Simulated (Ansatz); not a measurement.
## H3PS, SMILES PS: the interaction energy of a dimer with the counterpoise correction

Run with the Python package of Ansatz (0.2.0).

`run_dimer.py`:
```python
"""Interaction energy of two H3PS molecules, with the counterpoise correction."""

import ansatz as az

FIRST = [
    ("P", (-0.6181, -0.463, 0.3844)),
    ("S", (0.4007, 1.2057, -0.4317)),
    ("H", (0.3076, -1.4045, 0.2423)),
    ("H", (-1.2783, -0.7994, -0.8057)),
    ("H", (1.188, 1.4611, 0.6107)),
]
SECOND = [
    ("P", (3.6107, 1.2958, -1.735)),
    ("S", (4.3348, -0.6899, -1.8805)),
    ("H", (2.7061, 1.1533, -0.7732)),
    ("H", (2.6723, 1.1617, -2.7678)),
    ("H", (5.1083, -0.6773, -0.7974)),
]

def energy(atoms, ghosts=()):
    molecule = az.Crystal.molecule()
    for symbol, xyz in atoms:
        molecule = molecule.atom(symbol, xyz)
    calc = (
        molecule.calculation()
        .basis(gaussian="cc-pVDZ")
        .correlation("MP2")
    )
    deck = calc.input()
    if ghosts:
        deck = deck.set(az.key.basis.gaussian.ghost_atoms, [{"symbol": s, "position_ang": list(xyz)} for s, xyz in ghosts])
    return az.Session.from_dict(deck).plan().execute().report["free_energy_ev"]

# monomers in their own basis and in the basis of the dimer
both = energy(FIRST + SECOND)
alone = energy(FIRST) + energy(SECOND)
ghosted = energy(FIRST, SECOND) + energy(SECOND, FIRST)
print(f"dimer {both:.6f} eV")
print(f"interaction, uncorrected   {23.060548 * (both - alone):8.3f} kcal/mol")
print(f"interaction, counterpoise  {23.060548 * (both - ghosted):8.3f} kcal/mol")
print(f"basis-set superposition    {23.060548 * (alone - ghosted):8.3f} kcal/mol")
```

Running `python run_dimer.py` prints:
```text
dimer -40287.253475 eV
interaction, uncorrected      4.781 kcal/mol
interaction, counterpoise     6.541 kcal/mol
basis-set superposition       1.760 kcal/mol
```

Uncorrected it is 4.781 kcal/mol, with the counterpoise correction 6.541 kcal/mol; the difference, 1.76 kcal/mol, is the superposition error. In this basis both values are repulsive.

What to keep in mind:
- Total energies depend on the basis set; only differences at equal settings carry meaning.
- The dimer is a generated trial pose of unrelaxed monomers, not a minimum, so the figure is no binding energy, and the basis set is small.
- Wall time of the script: 6.1 s on 1 thread of Arm Neoverse V1, on a shared host, peak memory 0.25 GiB.

(Lines on the test bed's own set-up are left out of the output.)
